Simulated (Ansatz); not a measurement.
## H4N (charge +1), SMILES [NH4+]: an active-space calculation, step by step

With Ansatz's Python interface.

Run as a notebook:

In [1]:
```python
import ansatz as az

geometry_ang = [
    ("N", [8e-05, 5e-05, -1e-05]),
    ("H", [0.45587, -0.45072, 0.80565]),
    ("H", [-0.9779, 0.21754, 0.23655]),
    ("H", [0.02408, -0.63735, -0.80822]),
    ("H", [0.49788, 0.87048, -0.23397]),
]
h4n = az.Crystal.molecule()
for symbol, xyz in geometry_ang:
    h4n = h4n.atom(symbol, xyz)
```

In [2]:
```python
model = (
    h4n.calculation()
    .basis(gaussian="6-31G*")
    .charge(1)
    .correlation(active_electrons=6, active_orbitals=6)
)
for method in ["sc_nevpt2"]:
    r = (model if method is None else model.correlation(method)).run().report
    space = r["configurations"]
    state = space["states"][0]
    print(method or "casscf", f"total {r['free_energy_ev'] / 27.211386246:.6f} Ha, active-space state {state['energy']['hartree']:.6f} Ha, mean field {r['reference_energy_ev'] / 27.211386246:.6f} Ha")
    print("  determinants", state["n_determinants"], " natural occupations", [round(n, 3) for n in space["natural_occupations"]])
```
```text
sc_nevpt2 total -56.697934 Ha, active-space state -56.601777 Ha, mean field -56.529899 Ha
  determinants 400  natural occupations [1.983, 1.979, 1.979, 0.02, 0.02, 0.019]
```

Caveats:
- Total energies depend on the basis set; only differences at equal settings carry meaning.
- The geometry is a force-field or estimated start, not a minimum of this method, and the basis set is short of its limit. The active space starts as a window about the frontier orbitals and is then optimised, not chosen by chemistry.
- The whole script took 1.1 s on 1 thread of Arm Neoverse V1, with other jobs on the host, peak memory 0.13 GiB.
